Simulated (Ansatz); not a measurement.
What a trial cell of BiPt2 relaxes into

Method: DFT PBE, scalar-relativistic, plane waves, PAW in Ansatz 0.2.0. Cutoff 420 eV, Γ-centred k mesh, Gaussian smearing, no spin polarisation in the final step.

BiPt2 was placed on the tetragonal zirconia structure type (P4_2/nmc, No. 137), with Bi in place of Zr, Pt in place of O, at a guessed volume.

```yaml
crystal:
  lattice:
    - [4.49447, 0.00000, 0.00000]
    - [0.00000, 4.49447, 0.00000]
    - [0.00000, 0.00000, 6.47031]
  atoms:
    - { symbol: Bi, position: [0.00000, 0.00000, 0.00000] }
    - { symbol: Bi, position: [0.50000, 0.50000, 0.50000] }
    - { symbol: Pt, position: [0.00000, 0.50000, 0.20300] }
    - { symbol: Pt, position: [0.00000, 0.50000, 0.70300] }
    - { symbol: Pt, position: [0.50000, 0.00000, 0.29700] }
    - { symbol: Pt, position: [0.50000, 0.00000, 0.79700] }
```

Cell and atoms relax at zero pressure; the relaxation can't lower the symmetry of the start. After a coarse first stage the cell is made exact in the group found at 0.06 Å.

Formation energies are uncorrected and refer to the elements' standard structures at the same level.

(1) What does it relax into?

(2) What are its volume, energy, density and gap?

Answers

(1) It ends in I4/mmm (No. 139). Conventional cell: a = 3.918 Å, c = 8.511 Å. Around Bi lie 8 Pt at 2.89 Å; Pt has 4 Pt at 2.77 Å and 4 Bi at 2.89 Å.

```cif
data_structure
_symmetry_space_group_name_H-M 'I4/mmm'
_symmetry_Int_Tables_number 139
_cell_length_a 3.9178
_cell_length_b 3.9178
_cell_length_c 8.5111
_cell_angle_alpha 90.000
_cell_angle_beta 90.000
_cell_angle_gamma 90.000
_cell_volume 130.64
loop_
_atom_site_label
_atom_site_type_symbol
_atom_site_symmetry_multiplicity
_atom_site_Wyckoff_symbol
_atom_site_fract_x
_atom_site_fract_y
_atom_site_fract_z
_atom_site_occupancy
Bi1 Bi 2 a 0.00000 0.00000 0.00000 1
Pt1 Pt 4 d 0.00000 0.50000 0.25000 1
```

(2) The volume per atom is 21.77 Å³, the density is 15.23 g/cm³ and the energy over the elements is -0.06 eV/atom. The gap on the 16×16×16 mesh is 0 eV (a metal).

The final run used a 16×16×16 mesh on its 3-atom cell and 0.10 eV smearing. For metals, differences of a few meV/atom aren't resolved. Spin–orbit coupling is left out. A structure relaxed within its symmetry needn't be a true minimum.

Cost: 3 runs of about 5.3 core-minutes in all, on Arm Neoverse V1 (shared hosts).